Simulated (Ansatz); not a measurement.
# BH2SCl (SMILES SBCl): levels of theory compared

Wanted: a comparison of 6 runs (BLYP/STO-3G, HSE06/STO-3G, PBE/STO-3G, r2SCAN0/STO-3G, MP2/STO-3G, UMP2/STO-3G) of BH2SCl. 

The calculation is run with Ansatz 0.2.0.

61 further runs of the same task are left out: 1 that didn't finish, 60 set aside as unsound or not needed.

### Step 1. The molecule

BH2SCl: 5 atoms, total charge 0, spin state singlet. As SMILES, `SBCl`. The H4–S1 distance was set to 2.015 Å, away from the relaxed value. At this shape a bond of the SMILES string is far longer than usual.

Bond lengths: S1–B2 1.779 Å, B2–Cl3 1.745 Å, B2–H5 1.189 Å. Angles: S1–B2–Cl3 118.6°, S1–B2–H5 122.1°, Cl3–B2–H5 119.3°. A long bond or contact: S1–H4 2.015 Å.

### Step 2. A single-point energy at BLYP/STO-3G (run 1)

input.yaml reads:

```yaml
crystal:
  periodic: [false, false, false]
  atoms:
    - {symbol: S, position_ang: [-1.362950, -0.637300, -0.096700]}
    - {symbol: B, position_ang: [0.334450, -0.846300, 0.391500]}
    - {symbol: Cl, position_ang: [0.820250, -2.367400, 1.095700]}
    - {symbol: H, position_ang: [-1.157600, 1.248200, -0.777100]}
    - {symbol: H, position_ang: [1.141950, 0.014900, 0.252500]}
basis:
  gaussian: {orbitals: STO-3G}
hamiltonian: {xc: {name: BLYP}}
accuracy: high
```

Launch:

```sh
ansatz run input.yaml --threads 1 --pin off --max-ram 2610MiB --events-out events.jsonl --progress --plain --runs-dir runs
```

The program printed:

```text
Warning: RAYON_NUM_THREADS=1 ignored (pool sized by the plan → 1); use --threads N
Functional definition: BLYP
  name "BLYP"
  parameter beta = 0.0042
  parameter a = 0.04918
  parameter b = 0.132
  parameter c = 0.2533
  parameter d = 0.349
  exchange = b88_x(beta = beta)
  correlation = lyp_c(a = a, b = b, c = c, d = d)
448 factors; integrals over basis functions are off by at most 1.4e-8 eV
mean field evaluation 1: about -23797.3557 eV, gradient 1.6e1 eV
mean field evaluation 2: about -23792.9940 eV, gradient 3.1e1 eV
mean field evaluation 4: about -23798.4508 eV, gradient 1.9e0 eV
mean field evaluation 8: about -23798.3999 eV, gradient 1.4e-1 eV
mean field evaluation 16: about -23798.4000 eV, gradient 1.4e-7 eV
mean field -23798.39999048 eV, -874.5750685154 hartree, gradient 7.4e-9 eV, S^2 0.000000; 0 other end points of the search recorded, 0 dependent functions left out
reference -23798.40002931 eV, -874.5750699424 hartree; 20, 20 occupied and 5, 5 virtual orbitals, 448 factors
Total energy: -23798.40002931 eV, -874.5750699424 hartree
```

It took 1.4 s on 1 thread of Arm Neoverse V1, shared host; peak memory 0.099 GiB.

### Step 3. The energy at HSE06/STO-3G (run 2)

job.yaml reads:

```yaml
crystal:
  periodic: [false, false, false]
  atoms:
    - symbol: S
      position_ang: [-1.362950, -0.637300, -0.096700]
    - symbol: B
      position_ang: [0.334450, -0.846300, 0.391500]
    - symbol: Cl
      position_ang: [0.820250, -2.367400, 1.095700]
    - symbol: H
      position_ang: [-1.157600, 1.248200, -0.777100]
    - symbol: H
      position_ang: [1.141950, 0.014900, 0.252500]
basis:
  gaussian:
    orbitals: STO-3G
hamiltonian:
  xc: hse06
accuracy: high
```

Launch:

```sh
ansatz run job.yaml --threads 1 --pin off --max-ram 2610MiB --events-out events.jsonl --progress --plain --runs-dir runs
```

The program printed:

```text
Warning: RAYON_NUM_THREADS=1 ignored (pool sized by the plan → 1); use --threads N
Functional definition: HSE06
  name "HSE06"
  parameter a = 0.25
  parameter omega = 0.11/bohr
  exchange = pbe_x - a*pbe_x_sr(omega) + a*exact_x_sr(omega)
  correlation = pbe_c
448 factors; integrals over basis functions are off by at most 1.4e-8 eV
66 factors; integrals over basis functions are off by at most 1.1e-9 eV
mean field evaluation 1: about -23791.8836 eV, gradient 1.2e1 eV
mean field evaluation 2: about -23791.7434 eV, gradient 1.4e1 eV
mean field evaluation 4: about -23792.5362 eV, gradient 1.5e0 eV
mean field evaluation 8: about -23792.5044 eV, gradient 1.6e-2 eV
mean field evaluation 16: about -23792.5044 eV, gradient 4.4e-8 eV
mean field -23792.50444408 eV, -874.3584111813 hartree, gradient 4.4e-8 eV, S^2 0.000000; 0 other end points of the search recorded, 0 dependent functions left out
reference -23792.50444590 eV, -874.3584112482 hartree; 20, 20 occupied and 5, 5 virtual orbitals, 448 factors
Total energy: -23792.50444590 eV, -874.3584112482 hartree
```

Wall time 1.8 s (1 thread of Arm Neoverse V1, shared host); peak memory 0.1 GiB.

Runs 3 to 5 aren't shown in full; the table further down has their settings and results.

### Step 4. The energy at UMP2/STO-3G (run 6)

in.yaml reads:

```yaml
crystal:
  periodic: [false, false, false]
  atoms:
    - {symbol: S, position_ang: [-1.362950, -0.637300, -0.096700]}
    - {symbol: B, position_ang: [0.334450, -0.846300, 0.391500]}
    - {symbol: Cl, position_ang: [0.820250, -2.367400, 1.095700]}
    - {symbol: H, position_ang: [-1.157600, 1.248200, -0.777100]}
    - {symbol: H, position_ang: [1.141950, 0.014900, 0.252500]}
basis:
  gaussian:
    orbitals: STO-3G
correlation:
  method: mp2
  frozen_orbitals: {B: 1, Cl: 5, H: 0, S: 5}
accuracy: high
magnetization:
  spin_polarized: true
  initial_magnetization: 0
```

Launch:

```sh
ansatz run in.yaml --threads 1 --pin off --max-ram 2610MiB --events-out events.jsonl --progress --plain --runs-dir runs
```

The program printed (excerpt; [...] marks lines left out):

```text
Warning: RAYON_NUM_THREADS=1 ignored (pool sized by the plan → 1); use --threads N
Functional definition: HF
  name "HF"
[...]
448 factors; integrals over basis functions are off by at most 1.4e-8 eV
[...]
mean field -23762.33858219 eV, -873.2498362039 hartree, gradient 3.1e-8 eV, S^2 0.679834; 3 other end points of the search recorded, 0 dependent functions left out
11 core orbitals not correlated: weight in the atoms' cores, before any rotation towards them, 1.000 or more for the frozen orbitals, at most 0.000 for the correlated occupied ones
reference -23762.33858219 eV, -873.2498362039 hartree; 9, 9 occupied and 5, 5 virtual orbitals, 448 factors
second order -1.79416584 eV of doubles, -0.00000000 eV of singles
Total energy: -23764.13274804 eV, -873.3157705826 hartree
```

Run time: 0.36 s. Hardware: 1 thread of Arm Neoverse V1, shared host.

### Step 5. The series

```
run           level  frozen core orbitals  energy (Eh)  wall time
  1     BLYP/STO-3G                     –  -874.575070      1.4 s
  2    HSE06/STO-3G                     –  -874.358411      1.8 s
  3      PBE/STO-3G                     –  -874.254369      1.4 s
  4  r2SCAN0/STO-3G                     –  -874.647966      3.6 s
  5      MP2/STO-3G                    11  -873.319238     0.24 s
  6     UMP2/STO-3G                    11  -873.315771     0.36 s
```

### Step 6. Summary of results

| quantity | value |
| --- | --- |
| run 6: total energy | -873.31577 Eh |
| run 6: correlation energy (11 core orbitals frozen) | -65.9 mEh |
| run 6: ⟨S²⟩ of the reference determinant | 0.680 |

Totals of different functionals can't be ranked against each other. In run 5 the log says that unrestricted orbitals would lower the reference, so the values rest on an unstable closed-shell determinant (other closed-shell runs at this shape may share the fault). In runs 1, 2, 3, 4, 5, 6 the basis is minimal, so the values are rough. Spin contamination of the reference: run 6 ⟨S²⟩ = 0.68. Where it is this large, the reference is a mixture of spin states, and values that rest on it are in doubt. All runs together took 8.8 s, the longest 3.6 s.
